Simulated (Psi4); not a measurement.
# Which level was it?

AlSiH5O has 8 atoms, charge 0, and is taken as a singlet. As SMILES, `[AlH2][O][SiH3]`. Geometry: optimised at PBE0/def2-TZVP.

```xyz
8

Al   -0.9000    0.8855   -1.3461
O     0.0229   -0.0907   -0.3347
Si    0.8827   -1.0298    0.6720
H    -2.3811    0.4366   -1.6606
H    -0.2307    2.1939   -1.9239
H     1.6143   -2.0662   -0.1041
H    -0.0174   -1.7068    1.6438
H     1.8672   -0.2106    1.4283
```

Orbital energies are those of the mean-field step.

A calculation with Psi4 1.11 gave:

```json
{"total energy": "-609.8978 Eh", "dipole moment": "0.41 D", "HOMO energy": "-6.90 eV", "LUMO energy": "-1.97 eV", "HOMO–LUMO gap": "4.94 eV"}
```

Question: Which of these levels gave the numbers?
A. PBE0-D4/def2-TZVPP (density fitting)
B. B3LYP-D4/def2-TZVPP (density fitting)
C. PBE-D4/def2-TZVPP (density fitting)
D. MP2/def2-QZVPP (density fitting, density fitting for correlation)

Answer: C. The others give -609.9562 Eh (PBE0-D4/def2-TZVPP (density fitting)), -609.2723 Eh (MP2/def2-QZVPP (density fitting, density fitting for correlation)), -610.3423 Eh (B3LYP-D4/def2-TZVPP (density fitting)).
